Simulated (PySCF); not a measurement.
| atom | x (Å) | y (Å) | z (Å) |
| --- | --- | --- | --- |
| C | -0.0180 | -0.0040 | -0.4863 |
| C | -0.0150 | -0.0164 | 0.7373 |
| H | -0.0018 | -0.0074 | -1.5562 |

Basis set: cc-pVTZ (spherical functions). Frozen core: 2 orbitals. Charge -1, multiplicity 1.

Starred EOM-CCSD(T)(a) on the restricted Hartree–Fock determinant with PySCF 2.14.0; the energies are vertical.

**Question.** The solver was asked for the few lowest roots only. Give the ionization energies of singlet C2H(-) among them whose weight of singles is over 0.7.

**Answer.**

| root | energy (eV) | weight of singles |
| --- | --- | --- |
| 1 | 2.61 | 0.93 |
| 2 | 3.17 | 0.96 |
| 3 | 3.17 | 0.96 |

Higher main lines weren't sought. Caution: no diffuse functions for an anion.
